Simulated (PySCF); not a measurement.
**C3H2N2: electronic excitations and core binding energies**

Aim: predict the electronic excitations and core binding energies of C3H2N2 (`N#CC1=NC1`).

Computed with PySCF 2.14.0, with density-fitted response routines of our own, on a single molecule in the gas phase. Atoms are numbered from 0 throughout.

**1. The molecule as given**

7 atoms, charge 0, multiplicity 1; geometry from: GFN2-xTB.

Bonds of the start (Å): N0–C1 1.15, C1–C2 1.38, C2–N3 1.26, N3–C4 1.48, C4–C2 1.47, C4–H5 1.08, C4–H6 1.08.

**2. TDDFT and polarisability: PBE0/def2-SVPD**

Job settings and geometry (Å):

```
{"job": {"kind": "uv", "xc": "PBE0", "basis": "def2-SVPD", "nstates": 8, "ntriplets": 3}, "charge": 0, "multiplicity": 1}
N      2.755740    -0.203305     0.015024
C      1.637583     0.055755    -0.027574
C      0.288596     0.333159    -0.072451
N     -0.627604     1.184651    -0.237072
C     -1.072851    -0.198836     0.044526
H     -1.496731    -0.764011    -0.774684
H     -1.481399    -0.402508     1.025155
```

Method: TDDFT PBE0/def2-SVPD, vertical, gas phase, core orbitals frozen in the response.

Started as:

```bash
$ OMP_NUM_THREADS=1 python probes_run.py task.json out
```

One launch serves the whole session: the jobs run in the order shown.

**Question.** This job is followed by: delta-SCF UKS SCAN, pcX-2 on the ionised atom, pcseg-1 elsewhere, spin-free X2C. Predict these results of the whole session: lowest singlet (PBE0/def2-SVPD); brightest single state of those computed; lowest triplet; N1s binding energies, SCAN/pcX-2 (standing for 1 of 2 atoms); C1s binding energies, SCAN/pcX-2 (standing for 1 of 3 atoms).

**Answer**, as computed:

| quantity | value |
| --- | --- |
| lowest singlet (PBE0/def2-SVPD) | 4.04 eV (307 nm), f = 0.000 |
| brightest single state of those computed | state 7, 7.68 eV, f = 0.264 |
| lowest triplet | 3.37 eV |
| N1s binding energies, SCAN/pcX-2 (standing for 1 of 2 atoms) | N3 406.35 eV |
| C1s binding energies, SCAN/pcX-2 (standing for 1 of 3 atoms) | C4 292.60 eV |

What this shows: The first singlet state (HOMO→LUMO 0.99) lies at 4.04 eV and is dark; of the 8 states computed, the strongest absorption comes from state 7 at 7.68 eV. The lowest triplet lies 0.67 eV below the lowest singlet (triplets in Tamm-Dancoff, singlets in full TDDFT).
